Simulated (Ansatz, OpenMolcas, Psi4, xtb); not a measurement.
**SiO2 (silicon dioxide molecule): the energy, rung by rung**

The species is SiO2 (3 atoms), meant as a singlet with charge 0. SMILES: `O=[Si]=O`. The coordinates come from a PBE0-D4/def2-TZVP relaxation.

```
atom    x (Å)    y (Å)    z (Å)
   O   0.6977   1.2296   0.5188
  Si   0.0000   0.0000   0.0000
   O  -0.6977  -1.2296  -0.5188
```

Quantity: the energy change with the O1–Si2 bond stretched from 1.506 to 1.958 Å, in eV. The values are calculated.

| level | kind | program | value (eV) | less CCSD(T)/cc-pVTZ | CPU time (all runs) |
| --- | --- | --- | --- | --- | --- |
| GFN0-xTB | semi-empirical | xtb | 1.55 | -0.87 | under 2 s |
| revPBE/cc-pVTZ (restricted) | GGA | Psi4 | 2.16 | -0.26 | 68 s |
| TPSS/cc-pVTZ (restricted) | meta-GGA | Psi4 | 2.30 | -0.12 | 1.7 min |
| TPSSh/cc-pVTZ (restricted) | hybrid meta-GGA | Psi4 | 2.46 | +0.04 | 1.9 min |
| wB97M-V/cc-pVTZ (restricted) | range-separated hybrid | Ansatz | 2.66 | +0.24 | 49 s |
| DSD-PBEP86/cc-pVTZ (density fitting for correlation) (restricted) | double hybrid | Psi4 | 2.67 | +0.25 | 47 s |
| PBE-QIDH/cc-pVTZ (restricted) | double hybrid | Ansatz | 2.82 | +0.40 | 10 s |
| RPA@PBE0/cc-pVTZ (restricted) | RPA | Ansatz | 2.44 | +0.02 | 12 s |
| MP3/cc-pVTZ (restricted) | perturbation theory | Psi4 | 2.88 | +0.46 | 54 s |
| CCSD(T)/cc-pVTZ (restricted) | coupled cluster or CI | OpenMolcas | 2.42 | 0.00 | 2 min |

Differences are taken from CCSD(T)/cc-pVTZ (restricted) for orientation; it has basis-set and higher-order errors of its own. The first shape isn't each level's own minimum. The values span 1.55 to 2.88 eV. Times are those of the runs behind each value, whatever else they computed, on shared processors of several kinds: orders of magnitude only.
